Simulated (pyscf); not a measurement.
Optimised with ωB97X-D3(BJ)/def2-SVP in PySCF.

Question: [HN–Ti(NH₂)(NH₂)–OH]• + hydrogen (H₂) → H₂N–Ti(NH₂)(NH₂)–OH + H atom (H•)
Surface: doublet. Broken: H–H. Formed: H–N. Give ΔE‡ and ΔE from ωB97M-D3(BJ)/def2-TZVP, relative to the separated reactants.

Answer: ΔE‡ = 8.3 kcal/mol, ΔE = -8.3 kcal/mol. Zero-point energy shifts the barrier by +0.7 kcal/mol. It is a hydrogen abstraction, with an imaginary mode of 1213i cm⁻¹. This is the saddle that the search found; another between the same sides may lie lower. The angle at the transferred H is 160°. Open-shell species with a d-block atom are single-reference here; other states, and whether the spin sits on metal or ligand, were not checked.
